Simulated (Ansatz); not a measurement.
System: fcc Ni. Method: LDA in Ansatz (plane waves, PAW).

Settings: plane-wave cutoff 520 eV, 26×26×26 k mesh, Fermi–Dirac smearing 0.05 eV, spin-polarised with parallel moments, scalar-relativistic PAW data made under PBE.

The cell is scaled about its equilibrium volume:

```
V (Å³/atom)  P (GPa)  moment (μB per cell of 1 atoms)
-----------  -------  -------------------------------
9.416          18.76                             0.57
9.616          11.88                             0.57
9.817           5.75                             0.58
10.017          0.31                             0.58
10.217         -4.53                             0.59
10.418         -8.84                             0.59
10.618        -12.65                             0.60
```

Ansatz is a quantum-chemistry and plane-wave program.
